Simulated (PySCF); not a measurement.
**Two-photon absorption: `InChI=1S/C4H4O2/c5-4-2-1-3-6-4/h1-3,5H/p-1`, charge -1**

Geometry:
```tsv
atom	x (Å)	y (Å)	z (Å)
O1	2.389	-0.332	0.290
C2	1.178	-0.155	0.133
C3	0.345	0.950	-0.103
C4	-0.996	0.485	-0.190
C5	-0.968	-0.859	-0.012
O6	0.316	-1.284	0.185
H7	0.700	1.965	-0.197
H8	-1.886	1.077	-0.365
H9	-1.739	-1.614	0.003
```

Total charge -1.

The calculation used TDDFT CAM-B3LYP/def2-TZVPD excited states, vertical, gas phase in PySCF 2.14.0. Geometry: PBE0-D3(BJ)/def2-TZVP.

For a gas-phase anion, states above the detachment energy (about 1.0 eV, taken as minus the energy of the highest occupied orbital) lie in the continuum and depend on the basis.

(1) How strongly do the lowest singlets absorb one photon, and two photons of half the energy?

Answers

(1) δ for parallel linear polarisation; σ at the peak of a Lorentzian of half width 0.1 eV, single beam; Ω is circular over linear.
```
state  E (eV)      f  photon λ (nm)  δ (au)  σ (GM)     Ω                                main
   S1    2.97  0.004            834     328    1.06  1.50                      HOMO→LUMO 0.96
   S2    3.50  0.014            709     210    0.94  1.50  HOMO→LUMO+2 0.73, HOMO→LUMO+1 0.21
   S3    3.59  0.001            691     156    0.73  1.50  HOMO→LUMO+1 0.77, HOMO→LUMO+2 0.20
   S4    4.32  0.005            573     180    1.24  1.50                    HOMO→LUMO+3 0.93
   S5    4.46  0.054            556     837    6.09  0.16                    HOMO→LUMO+5 0.97
   S6    4.62  0.001            537     105    0.83  1.50                    HOMO→LUMO+4 0.96
```

Among these, the strongest one-photon state is S5, the strongest two-photon state S5.
